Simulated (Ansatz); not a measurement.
Geometry optimisation, Ansatz, UKS r2SCAN/def2-SVP.

input.yaml

```yaml
crystal:
  periodic: [false, false, false]
  atoms:
    - { symbol: O, position_ang: [-1.24502, -0.91794, -0.62652] }
    - { symbol: C, position_ang: [-0.58319, 0.07815, -0.33656] }
    - { symbol: C, position_ang: [0.79509, -0.08099, 0.39632] }
    - { symbol: "N", position_ang: [-0.07197, 0.30944, 1.16391] }
    - { symbol: H, position_ang: [-0.68443, 1.04258, -0.84028] }
    - { symbol: H, position_ang: [1.78951, -0.43124, 0.24313] }
magnetization:
  spin_polarized: true
  initial_magnetization: 1
basis:
  gaussian: { orbitals: def2-SVP }
hamiltonian:
  xc: r2scan
relax:
  f_tol: 0.02
  max_steps: 50
```

Run as:

```bash
$ ansatz run input.yaml --threads 2 --pin off --max-ram 3072MiB --backend cpu --events-out ev --progress --plain --runs-dir out
```

Problem. Where does it end, and by what steps?

Solution. The run converged. After 12 steps the energy has fallen by 1.151 eV; N4 moved furthest, 0.99 Å. Parted: C2–N4.

```tsv
step	energy less start (eV)	largest force component (eV/Å)	accepted
0	0.0000	1.373	yes
1	-0.0466	0.848	yes
2	-0.0844	0.597	yes
3	-0.3815	1.462	yes
4	-0.4185	2.549	yes
5	-0.8021	2.664	yes
6	-0.9897	0.790	yes
7	-1.0235	1.445	yes
8	-1.0872	0.511	yes
9	-1.1098	0.799	yes
10	-1.1493	0.237	yes
11	-1.1505	0.034	yes
12	-1.1506	0.007	yes
```

```xyz
6
Properties=species:S:1:pos:R:3
O -0.697 -0.879 -1.328
C -0.556 0.006 -0.526
C 0.552 -0.020 0.513
N 0.702 0.898 1.347
H -1.215 0.907 -0.478
H 1.212 -0.913 0.471
```

Run time: 33 s on 2 threads of Arm Neoverse V1, with other jobs on the host, peak memory 0.18 GiB.
